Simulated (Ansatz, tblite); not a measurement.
# The cluster SrS₂: rung by rung

An exercise on one series of results from a longer session: the logs are not shown, and one member is left open.

Program: Ansatz 0.2.0, Gaussian basis. Level of theory: as each input shows. These are calculated values, not measurements.

Plan: GFN1-xTB, GFN2-xTB, PBE-D4/def2-TZVP, r2SCAN-D4/def2-TZVP, B3LYP-D4/def2-TZVP, LC-ωPBE/def2-TZVP, LDA/def2-TZVP, HF/def2-TZVP, r2SCANh-D4/def2-TZVP, PBE-D4/def2-SVP, PBE0-D4/def2-SVP, PBE0-D4/def2-TZVPD, PBE-D4/def2-TZVPD, r2SCAN-D4/def2-TZVPD, CCSD(T)/def2-TZVPP, MP2/def2-TZVP, RPA/def2-TZVP, CCSD(T)/def2-TZVPD.

7 further runs of the same task are left out: 7 set aside as unsound or not needed. Runs told in other sessions of the task aren't counted.

## The geometry

The geometry is that of the singlet, from an earlier relaxation (PBE0-D4/def2-TZVP). At that level it is the lowest of the isomers that a small search found.

3 atoms, charge 0, spin multiplicity 1.

Bond lengths: Sr1–S2 2.579 Å, Sr1–S3 2.579 Å, S2–S3 2.134 Å. Angles: S2–Sr1–S3 48.9°, Sr1–S2–S3 65.6°, Sr1–S3–S2 65.6°.

Sr takes a core potential in the def2 sets. No spin-orbit coupling is included.

PBE0-D4/def2-TZVP was run before; its log isn't repeated, and its numbers join the tables.

Set-up of the first run:

Tight binding, by tblite at 300 K electronic temperature and without a spin-polarisation term:

```python
tblite.interface.Calculator('GFN1-xTB', numbers, positions, charge=0, uhf=0).singlepoint()
```

Tight binding, by tblite at 300 K electronic temperature and without a spin-polarisation term:

```python
tblite.interface.Calculator('GFN2-xTB', numbers, positions, charge=0, uhf=0).singlepoint()
```

start.molden holds the orbitals of an earlier run on this state, given as this run's starting guess.

Contents of in.yaml:

```yaml
crystal:
  periodic: [false, false, false]
  atoms:
    - {symbol: Sr, position_ang: [-0.628073, -0.882001, -1.130681]}
    - {symbol: S, position_ang: [-0.624886, 0.459794, 1.072236]}
    - {symbol: S, position_ang: [1.252959, 0.422207, 0.058444]}
basis:
  gaussian: {orbitals: def2-TZVP, initial_orbitals: start.molden}
hamiltonian: {xc: pbe, dispersion: d4}
scf: {omitted_lower_state_checks: [starts]}
output: {orbitals: {seedname: orbitals}}
```

On the command line:

```sh
$ ansatz run in.yaml --threads 4 --pin off --events-out ev --progress --plain --max-ram 3916MiB
```

Among the steps run: PBE-D4/def2-TZVP; r2SCAN-D4/def2-TZVP; B3LYP-D4/def2-TZVP; LC-ωPBE/def2-TZVP; LDA/def2-TZVP; HF/def2-TZVP; r2SCANh-D4/def2-TZVP; PBE-D4/def2-SVP; PBE0-D4/def2-SVP; PBE0-D4/def2-TZVPD; PBE-D4/def2-TZVPD; r2SCAN-D4/def2-TZVPD; CCSD(T)/def2-TZVPP; MP2/def2-TZVP; RPA/def2-TZVP; CCSD(T)/def2-TZVPD.

One of the session's tables, all rows but one given; the rest of the session is left out.

| level | HOMO (eV) | LUMO (eV) | gap (eV) |
| --- | --- | --- | --- |
| HF/def2-TZVP | -6.41 | -0.88 | 5.53 |
| LDA/def2-TZVP | -3.56 | -2.76 | 0.80 |
| PBE-D4/def2-SVP | -3.35 | -2.66 | 0.68 |
| PBE-D4/def2-TZVP | -3.39 | -2.68 | 0.70 |
| PBE-D4/def2-TZVPD | ? | ? | ? |
| r2SCAN-D4/def2-TZVP | -3.45 | -2.16 | 1.29 |
| r2SCAN-D4/def2-TZVPD | -3.49 | -2.15 | 1.34 |
| r2SCANh-D4/def2-TZVP | -3.81 | -2.04 | 1.77 |
| B3LYP-D4/def2-TZVP | -4.12 | -2.47 | 1.66 |
| PBE0-D4/def2-SVP | -4.27 | -2.18 | 2.09 |
| PBE0-D4/def2-TZVP | -4.29 | -2.18 | 2.12 |
| PBE0-D4/def2-TZVPD | -4.34 | -2.19 | 2.15 |
| LC-ωPBE/def2-TZVP | -6.62 | -0.91 | 5.72 |

**Question.** Estimate the row for PBE-D4/def2-TZVPD.

As computed: HOMO (eV): -3.44; LUMO (eV): -2.70; gap (eV): 0.74. In the column «HOMO (eV)» it lies between r2SCAN-D4/def2-TZVP (-3.45) and PBE-D4/def2-TZVP (-3.39).
